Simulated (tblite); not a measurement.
Compound: C3H6O.
Geometry (GFN2-xTB, Å), atoms numbered from 1 in this order:
```
atom  x, y, z in Å
C1     1.5256    0.2300    0.3326
C2     0.3649    0.4761   -0.2441
C3    -0.7513   -0.5199   -0.3577
O4    -2.0014    0.0203    0.0168
H5     2.3044    0.9709    0.3884
H6     1.7532   -0.7333    0.7599
H7     0.1455    1.4474   -0.6672
H8    -0.8730   -0.8167   -1.4051
H9    -0.5219   -1.4185    0.2334
H10   -1.9371    0.3483    0.9206
```

Computed values, GFN2-xTB/tblite, gas phase, harmonic and unscaled. This tight-binding method is rough: wavenumbers can miss measured ones by several per cent, in bad cases by 10 to 20. One conformer, not necessarily the lowest.

Harmonic wavenumbers (cm⁻¹): 75.1, 313.5, 336.9, 448.1, 632.4, 897.3, 915.9, 933.4, 1022.8, 1076.2, 1114.9, 1163.2, 1262.2, 1302.4, 1336.8, 1414.2, 1460.9, 1717.4, 2873.8, 2944.4, 3066.7, 3097.8, 3127.5, 3547.8.

A = 28031, B = 4299, C = 4137 MHz; mass 58.042 u (most abundant isotopes); point group C1, symmetry number 1.

Problem. What is the zero-point energy?

Solution. Half the sum of the wavenumbers: 18041 cm⁻¹ = 51.58 kcal/mol.

Problem. Entropy at 273.15 K, 1 bar (ideal gas, RRHO, classical rotation)?

Solution. Translation 37.69, rotation 23.72, vibration 7.66: S = 69.1 cal/(mol K).

Problem. And Cp and H(273.15 K) − H(0)?

Solution. Cp = 17.58 cal/(mol K), of which vibrations give 9.63 (their classical limit is 24 R = 47.7); H(273.15 K) − H(0) = 3.34 kcal/mol without the zero-point energy, 1.17 from vibrations.

Problem. How do the functions run with temperature in this model?

Solution. 
| T (K) | S (cal/(mol K)) | Cp (cal/(mol K)) | H − H(0) (kcal/mol) | G − H(0) (kcal/mol) | ln q(vib) |
| --- | --- | --- | --- | --- | --- |
| 150 | 60.3 | 12.5 | 1.51 | -7.54 | 0.77 |
| 250 | 67.6 | 16.5 | 2.95 | -13.94 | 1.51 |
| 298.15 | 70.7 | 18.8 | 3.80 | -17.27 | 1.89 |
| 400 | 76.8 | 23.5 | 5.95 | -24.78 | 2.75 |
| 600 | 87.9 | 31.2 | 11.47 | -41.28 | 4.58 |
| 900 | 102.1 | 38.8 | 22.06 | -69.86 | 7.39 |

q(vib) and H(0) count from the zero-point level.

Problem. What must be added to the electronic energy to get the Gibbs energy at 273.15 K and 1 bar?

Solution. ZPE + [H(273.15 K) − H(0)] − T·S = 51.58 + 3.34 − 18.87 = 36.05 kcal/mol.

Hindered rotation and anharmonicity are outside this model. Other conformers, if any are populated, would add a mixing term that is left out. The structure is chiral; the term R ln 2 for an equal mix with its mirror image is left out.
